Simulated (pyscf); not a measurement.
This saddle point was located with ωB97X-D3(BJ)/def2-SVP in PySCF.

```xyz
11

P     -1.0574    -0.3573     0.8852
Si     0.7681    -0.7773    -0.3484
H     -1.1962     1.3983     0.2789
H     -0.3847     0.5169     1.7991
H      1.8870    -1.2271     0.5330
H      1.2072     0.4301    -1.1070
H      0.4152    -1.8628    -1.3063
P     -2.1080     0.4463    -1.4733
H     -1.4157     1.8066    -0.5120
H     -3.2135     0.7586    -0.6436
H     -2.9814     0.0146    -2.5574
```

Surface: singlet, charge 0. Lowest wavenumbers (cm⁻¹): 1403i, 102, 154, 218, 248.

Which two sides does it connect, and which bonds change?

H₃Si–PH₂ + PH₃ ⇌ H₃Si–PH–PH₂ + hydrogen (H₂), a four-centre exchange read from left to right: H–P, H–P broken and P–P, H–H formed. At ωB97M-D3(BJ)/def2-TZVP it lies +74.0 kcal/mol from the left side and +70.3 kcal/mol from the right (each side as separated species at their lowest minima found). From the product side, H₃Si–PH• + PH₂• + H₂ lies, by one bond made or cut, 7.3 kcal/mol under this saddle at ωB97M-D3(BJ)/def2-TZVP. One saddle was located; it need not be the lowest between these sides.
